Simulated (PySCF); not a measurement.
**Magnetic susceptibility: `C[PH+](C)C1CC1`, [C5H12P]+, charge +1**

Molfile (atoms numbered from 1):
```
C5H12P
     RDKit          3D

 18 18  0  0  0  0  0  0  0  0999 V2000
   -1.4267    1.7706   -0.2169 C   0  0  0  0  0  0  0  0  0  0  0  0
   -0.7611    0.1897    0.3174 P   0  0  0  0  0  0  0  0  0  0  0  0
   -1.9718   -1.1213    0.1087 C   0  0  0  0  0  0  0  0  0  0  0  0
    0.7737   -0.1889   -0.4940 C   0  0  0  0  0  0  0  0  0  0  0  0
    1.7921   -1.0651    0.2006 C   0  0  0  0  0  0  0  0  0  0  0  0
    2.0654    0.3873    0.0418 C   0  0  0  0  0  0  0  0  0  0  0  0
   -2.3356    2.0106    0.3539 H   0  0  0  0  0  0  0  0  0  0  0  0
   -1.6741    1.7173   -1.2877 H   0  0  0  0  0  0  0  0  0  0  0  0
   -0.6743    2.5563   -0.0577 H   0  0  0  0  0  0  0  0  0  0  0  0
   -0.4698    0.2896    1.6950 H   0  0  0  0  0  0  0  0  0  0  0  0
   -2.8775   -0.8954    0.6903 H   0  0  0  0  0  0  0  0  0  0  0  0
   -2.2358   -1.2064   -0.9561 H   0  0  0  0  0  0  0  0  0  0  0  0
   -1.5421   -2.0731    0.4523 H   0  0  0  0  0  0  0  0  0  0  0  0
    0.6670   -0.2876   -1.5804 H   0  0  0  0  0  0  0  0  0  0  0  0
    1.5652   -1.4434    1.2021 H   0  0  0  0  0  0  0  0  0  0  0  0
    2.3247   -1.7777   -0.4334 H   0  0  0  0  0  0  0  0  0  0  0  0
    2.7932    0.7120   -0.7054 H   0  0  0  0  0  0  0  0  0  0  0  0
    2.0288    1.0220    0.9325 H   0  0  0  0  0  0  0  0  0  0  0  0
  1  2  1  0
  2  3  1  0
  2  4  1  0
  4  5  1  0
  5  6  1  0
  6  4  1  0
  1  7  1  0
  1  8  1  0
  1  9  1  0
  2 10  1  0
  3 11  1  0
  3 12  1  0
  3 13  1  0
  4 14  1  0
  5 15  1  0
  5 16  1  0
  6 17  1  0
  6 18  1  0
M  CHG  1   2   1
M  END
```

Level of theory: GIAO B3LYP/pcSseg-1 magnetisability, rotational g tensor and spin-rotation constants, non-relativistic, gas phase (PySCF). Geometry: PBE0-D3(BJ)/def2-SVP.

For an ion the centre-of-mass motion in the field is neglected.

(1) How diamagnetic is it, and how anisotropic?

(2) Split it along the inertial axes a, b, c into diamagnetic and paramagnetic parts about the centre of mass, with the quadrupole moment.

(3) And the rotational g tensor?

Results:

(1) Isotropic -1354 × 10⁻³⁰ J/T², or -81.5 × 10⁻⁶ cm³/mol; principal values -1448, -1309, -1304 × 10⁻³⁰ J/T², anisotropy 142 × 10⁻³⁰ J/T² (root of half the summed squared differences of the principal values). The susceptibility is in cgs units.

(2) 
```csv
axis,χ (10⁻⁶ cm³/mol),diamagnetic (10⁻⁶ cm³/mol),paramagnetic (10⁻⁶ cm³/mol),summed x² of all electrons (Å²),quadrupole Θ (D Å)
a,-81.6,-382.3,300.6,146.0,+7.88
b,-78.5,-716.3,637.8,67.2,-2.08
c,-84.4,-904.5,820.0,22.9,-5.80
```
Anisotropies 2χaa − χbb − χcc = -0.3 and 2χbb − χaa − χcc = +9.0 × 10⁻⁶ cm³/mol. Θ is traceless in Buckingham's convention.

(3) 
| axis | rotational constant (GHz) | g | nuclear part | electronic part |
| --- | --- | --- | --- | --- |
| a | 4.5761 | +0.0297 | 0.6760 | -0.6463 |
| b | 1.9992 | +0.0155 | 0.6146 | -0.5990 |
| c | 1.5427 | +0.0179 | 0.6122 | -0.5943 |

Asymmetric top; isotopes 12C, 1H, 31P; no vibrational averaging.
